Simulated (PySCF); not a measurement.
Species: methylcyclopropane, C₄H₈.
Bonds: C1–C2, C2–C3, C3–C4, C2–C4. Hydrogens: H5, H6, H7 on C1; H8 on C2; H9, H10 on C3; H11, H12 on C4.

Probes without a nucleus sit at each ring's centroid and 1 Å off its mean plane on both sides; NICS is minus the shielding there, NICSzz its component along the normal. Level: GIAO PBE0/pcSseg-1 (PySCF, non-relativistic, gas phase) on the GFN2-xTB geometry, one conformer.

Ring bond lengths (Å), with Mayer bond orders in brackets: C2–C3 1.498 (0.95), C3–C4 1.499 (0.97), C4–C2 1.498 (0.95).

Q: Give the NICS values of each ring in ppm.

A: 
| ring | type | NICS(0) | NICS(1), two faces | NICS(1)zz, two faces | rms pucker (Å) | centre to ring atoms, mean (Å) |
| --- | --- | --- | --- | --- | --- | --- |
| C2–C3–C4 | 3-membered carbocycle; formal bonds all single | -44.5 | -8.7 / -8.7 | -22.1 / -23.8 | 0.00 | 0.87 |

Q: What can be read from them?

A: 
- C2–C3–C4: mean NICS(1)zz -23.0 ppm, shielded. C2, C3, C4 have four or more neighbours, and the NICS criterion for π rings isn't applied. NICS(0) lies 36 ppm below the mean NICS(1).

Q: At the second NICS(1) probe listed for ring C2–C3–C4, 1 Å off the ring, how large is the induced field along the normal in 9.4 T applied along it?

A: NICSzz × B0 = -23.8 ppm × 9.4 T = -224 μT, against the applied field.

Q: Give the inner angles of the rings and the Hirshfeld charges of the ring atoms.

A: 
- C2–C3–C4: C2 60.0° (-0.036 e), C3 60.0° (-0.095 e), C4 60.0° (-0.095 e); sum 180.0° against 180° for a flat convex ring.

Q: How shielded are the nuclei of the rings and their hydrogens (means over atoms taken as equivalent)?

A: 
```
   atoms                 environment  σ isotropic (ppm)
      C2  three-membered-ring carbon              178.8
 C3 (×2)  three-membered-ring carbon              179.7
      H8            methine hydrogen              31.05
 H9 (×2)          methylene hydrogen              31.29
H10 (×2)          methylene hydrogen              31.78
```

The run took 5.1 s on an Arm Neoverse V2 with one thread (shared host). This is the whole shielding run at PBE0/pcSseg-1, SCF included.
